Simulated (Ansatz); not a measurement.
Working through the interaction energy of a dimer with the counterpoise correction of C₂H₄S, SMILES C=CS

Computed with the Python package of Ansatz (0.2.0).

Interactive session:
```pycon
>>> import ansatz as az
>>> FIRST = [
...     ('C', (-0.9225, 0.29, -0.5002)),
...     ('C', (0.2158, 0.1792, 0.0743)),
...     ('S', (0.7205, -1.3541, 0.6356)),
...     ('H', (-1.5809, -0.4856, -0.6584)),
...     ('H', (-1.2882, 1.302, -0.8848)),
...     ('H', (0.8785, 1.0517, 0.2003)),
...     ('H', (1.9771, -0.9832, 1.1329)),
... ]
>>> SECOND = [
...     ('C', (-0.611, -2.4482, -4.1371)),
...     ('C', (-0.1318, -3.5303, -3.65)),
...     ('S', (0.9068, -3.4465, -2.2954)),
...     ('H', (-0.4202, -1.5035, -3.7748)),
...     ('H', (-1.3069, -2.4717, -5.0432)),
...     ('H', (-0.3882, -4.5125, -4.0811)),
...     ('H', (1.1288, -4.8198, -2.1262)),
... ]
>>> def energy(atoms, ghosts=()):
...     molecule = az.Crystal.molecule()
...     for symbol, xyz in atoms:
...         molecule = molecule.atom(symbol, xyz)
...     calc = (
...         molecule.calculation()
...         .basis(gaussian='cc-pVDZ')
...         .functional('HF')
...     )
...     deck = calc.input()
...     if ghosts:
...         deck = deck.set(az.key.basis.gaussian.ghost_atoms, [{'symbol': s, 'position_ang': list(xyz)} for s, xyz in ghosts])
...     return az.Session.from_dict(deck).plan().execute().report['free_energy_ev']
...
>>> # monomers in their own basis and in the basis of the dimer
>>> both = energy(FIRST + SECOND)
>>> alone = energy(FIRST) + energy(SECOND)
>>> ghosted = energy(FIRST, SECOND) + energy(SECOND, FIRST)
>>> print(f'dimer {both:.6f} eV')
dimer -25881.083660 eV
>>> print(f'interaction, uncorrected   {23.060548 * (both - alone):8.3f} kcal/mol')
interaction, uncorrected      2.438 kcal/mol
>>> print(f'interaction, counterpoise  {23.060548 * (both - ghosted):8.3f} kcal/mol')
interaction, counterpoise     2.880 kcal/mol
>>> print(f'basis-set superposition    {23.060548 * (alone - ghosted):8.3f} kcal/mol')
basis-set superposition       0.442 kcal/mol
```

Uncorrected it is 2.438 kcal/mol, with the counterpoise correction 2.880 kcal/mol; the difference, 0.44 kcal/mol, is the superposition error. In this basis both values are repulsive.

Reading the output:
- Total energies depend on the basis set; only differences at equal settings carry meaning.
- The dimer is a generated trial pose of unrelaxed monomers, not a minimum, so the figure is no binding energy, and the basis set is small.
- Hartree-Fock leaves correlation out, so bond, atomisation and ionisation energies come out well too low.
- This level lacks the dispersion part of the attraction (electrostatics and induction are there), which can decide the sign where the interaction is weak.
- Hardware and time: 6.3 s on 1 thread of Arm Neoverse V1, with other jobs on the host, peak memory 0.31 GiB.
